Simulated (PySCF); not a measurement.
Process, species as SMILES: S (H2S) → [SH-] + H+
B3LYP-D3(BJ)/def2-TZVP geometries, fixed; electronic energies without zero-point terms.

Basis-set convergence of the deprotonation energy at HF with PySCF. All functions are spherical. Density fitting with generated auxiliary sets. No added dispersion term, no relativity. Functions are those of the species that has most. Reference: the value in aug-pcseg-3, 357.83 kcal/mol, itself unsure by roughly 0.08 kcal/mol (its mean distance from aug-cc-pV(Q+d)Z, def2-QZVPPD). Deviations are taken from unrounded values.

```csv
basis,functions,deprotonation energy (kcal/mol),minus reference (kcal/mol)
pcseg-1,28,357.61,-0.23
cc-pV(D+d)Z,33,369.73,11.90
6-311+G**,42,355.47,-2.37
aug-cc-pV(D+d)Z,50,355.57,-2.26
cc-pV(T+d)Z,67,363.68,5.85
def2-TZVPP,70,363.48,5.64
jun-cc-pV(T+d)Z,76,357.48,-0.35
def2-TZVPPD,85,357.47,-0.36
cc-pV(Q+d)Z,124,360.67,2.84
def2-QZVPP,130,359.66,1.82
aug-cc-pV(Q+d)Z,181,357.74,-0.09
aug-pcseg-3,187,357.83,0.00
pcseg-4,227,358.08,0.25
```
